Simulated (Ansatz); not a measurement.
Input (CCSDTQ/cc-pVDZ; Ansatz, a program for electronic structure):

Ansatz 0.2 input:
```yaml
crystal:
  periodic: [false, false, false]
  atoms:
    - {symbol: O, position_ang: [-0.00091616, -0.01015443, 0.67280603]}
    - {symbol: C, position_ang: [0.00071614, 0.00793741, -0.52591197]}
    - {symbol: H, position_ang: [-0.00265489, 0.95544190, -1.09932737]}
    - {symbol: H, position_ang: [0.00568738, -0.92183092, -1.12764904]}
basis:
  gaussian:
    orbitals: cc-pVDZ
magnetization: {spin_polarized: false}
correlation: {method: ccsdtq, electrons: outside_noble_gas}
```

Output:

```
Functional definition: HF
integrals: 0.01 GiB planned
674 factors; integrals over basis functions are off by at most 2.5e-7 eV
mean field: 0.08 GiB planned
mean field evaluation 1: about -3096.8122 eV, gradient 3.0e1 eV
mean field evaluation 2: about -3096.8141 eV, gradient 3.0e1 eV
mean field evaluation 4: about -3098.7137 eV, gradient 2.2e0 eV
mean field evaluation 8: about -3098.7412 eV, gradient 7.3e-4 eV
mean field evaluation 16: about -3098.7379 eV, gradient 2.9e-1 eV
mean field -3098.74115711 eV, -113.8766371215 hartree, gradient 1.0e-6 eV, S^2 0.000000; 0 other end points of the search recorded, 0 dependent functions left out
2 core orbitals not correlated
reference -3098.74115711 eV, -113.8766371215 hartree; 6, 6 occupied and 30, 30 virtual orbitals, 674 factors
second order -8.59826551 eV of doubles, -0.00000000 eV of singles
coupled cluster: 2.38 GiB planned
cycle   1  -8.68508431 eV  change   -8.7e-2 eV  update   9.0e-2
cycle   2  -9.11155303 eV  change   -4.3e-1 eV  update   4.7e-2
cycle   3  -9.35434573 eV  change   -2.4e-1 eV  update   2.1e-2
cycle   4  -9.32965556 eV  change    2.5e-2 eV  update   6.9e-3
cycle   5  -9.33029605 eV  change   -6.4e-4 eV  update   3.5e-3
cycle   6  -9.33542429 eV  change   -5.1e-3 eV  update   1.5e-3
cycle   7  -9.33530790 eV  change    1.2e-4 eV  update   4.1e-4
cycle   8  -9.33499706 eV  change    3.1e-4 eV  update   2.3e-4
cycle   9  -9.33498243 eV  change    1.5e-5 eV  update   6.8e-5
cycle  10  -9.33507503 eV  change   -9.3e-5 eV  update   3.0e-5
cycle  11  -9.33505998 eV  change    1.5e-5 eV  update   1.6e-5
cycle  12  -9.33506221 eV  change   -2.2e-6 eV  update   6.2e-6
cycle  13  -9.33505321 eV  change    9.0e-6 eV  update   2.7e-6
cycle  14  -9.33505088 eV  change    2.3e-6 eV  update   1.4e-6
cycle  15  -9.33505071 eV  change    1.7e-7 eV  update   5.4e-7
coupled cluster: 2.38 GiB planned
Total energy: -3108.07620782 eV, -114.2196939076 hartree
```
